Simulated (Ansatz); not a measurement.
# C2H4OS2: up Jacob's ladder to CCSD(T)

The task here is to estimate one member of a computed series from the others.

Computed with Ansatz 0.2.0, Gaussian basis. Level: functionals in def2-TZVPP, the program's frozen cores in correlated methods.

Levels to be run: PBE-D4, r2SCAN-D4, PBE0-D4, B3LYP-D4, ωB97X-V, ωB97M-V, B2PLYP; CCSD(T)/def2-TZVPP; MP2/def2-QZVPP; extrapolation to the limit.

## The relaxed structure

An earlier PBE0-D4 in a triple-zeta def2 set relaxation fixed the geometry.

9 atoms, charge 0, spin multiplicity 1.

Atoms are counted from 1 here; the program's logs count them from 0.

Bond lengths: S1–S2 2.042 Å, S1–H6 1.347 Å, S2–C3 1.777 Å, C3–C4 1.460 Å, C3–O5 1.408 Å, C3–H7 1.087 Å, C4–O5 1.418 Å, C4–H8 1.086 Å, C4–H9 1.087 Å. Angles: S2–S1–H6 98.5°, S1–S2–C3 102.0°, S2–C3–C4 117.9°, S2–C3–O5 118.3°, S2–C3–H7 114.5°, C4–C3–O5 59.2°, C4–C3–H7 120.6°, O5–C3–H7 115.2°, C3–C4–O5 58.6°, C3–C4–H8 119.2°, C3–C4–H9 119.2°, O5–C4–H8 115.8°, O5–C4–H9 115.2°, H8–C4–H9 116.1°, C3–O5–C4 62.2°.

As a file:

```xyz
9

S    -2.63788    0.77672    0.28218
S    -1.32751   -0.76765    0.02494
C     0.16080    0.08274   -0.44188
C     1.43506   -0.58480   -0.19291
O     1.02219    0.53115    0.57813
H    -2.31863    1.09933    1.55087
H     0.04779    0.76185   -1.28302
H     2.26593   -0.41073   -0.87101
H     1.44084   -1.53500    0.33540
```

The first run:

in.yaml

```yaml
crystal:
  periodic: [false, false, false]
  atoms:
    - {symbol: S, position_ang: [-2.637877, 0.776715, 0.282181]}
    - {symbol: S, position_ang: [-1.327509, -0.767652, 0.024940]}
    - {symbol: C, position_ang: [0.160801, 0.082735, -0.441877]}
    - {symbol: C, position_ang: [1.435062, -0.584802, -0.192912]}
    - {symbol: O, position_ang: [1.022191, 0.531151, 0.578132]}
    - {symbol: H, position_ang: [-2.318634, 1.099327, 1.550869]}
    - {symbol: H, position_ang: [0.047790, 0.761848, -1.283017]}
    - {symbol: H, position_ang: [2.265931, -0.410725, -0.871012]}
    - {symbol: H, position_ang: [1.440845, -1.534995, 0.335397]}
basis:
  gaussian: {orbitals: def2-TZVPP}
hamiltonian: {xc: pbe, dispersion: d4}
output: {forces: true, orbitals: {seedname: orbitals}}
```

On the command line:

```sh
$ ansatz run in.yaml --threads 4 --pin off --events-out ev --progress --plain --max-ram 10444MiB
```

Steps of the session up to this table: PBE-D4 (GGA); r2SCAN-D4 (meta-GGA); PBE0-D4 (hybrid); B3LYP-D4 (hybrid); ωB97X-V (range-separated); ωB97M-V (range-separated); B2PLYP (double hybrid); CCSD(T) in def2-TZVPP; MP2 in def2-QZVPP.

One table of the session follows, with a row left open; its other results are not shown here.

It belongs to the step «Atomisation energies». 

| method | atomisation energy (kcal/mol) |
| --- | --- |
| PBE-D4 | 807.2 |
| r2SCAN-D4 | 781.0 |
| PBE0-D4 | 783.1 |
| B3LYP-D4 | 770.7 |
| ωB97X-V | 779.6 |
| ωB97M-V | 780.3 |
| B2PLYP | 761.4 |
| HF/def2-TZVPP | ? |
| MP2/def2-TZVPP | 768.5 |
| CCSD/def2-TZVPP | 729.0 |
| CCSD(T)/def2-TZVPP | 746.9 |
| MP2/CBS | 794.5 |
| CCSD(T)/CBS | 772.9 |

Estimate the missing values for HF/def2-TZVPP.

**Answer.** atomisation energy (kcal/mol): 513.2. In the column «atomisation energy (kcal/mol)» it is the lowest.

Caveats from the session: Free atoms (2 S, 2 C, 1 O, 4 H) were run apart at each level; the atomisation energy is their sum less the molecule, without zero-point or spin-orbit terms.
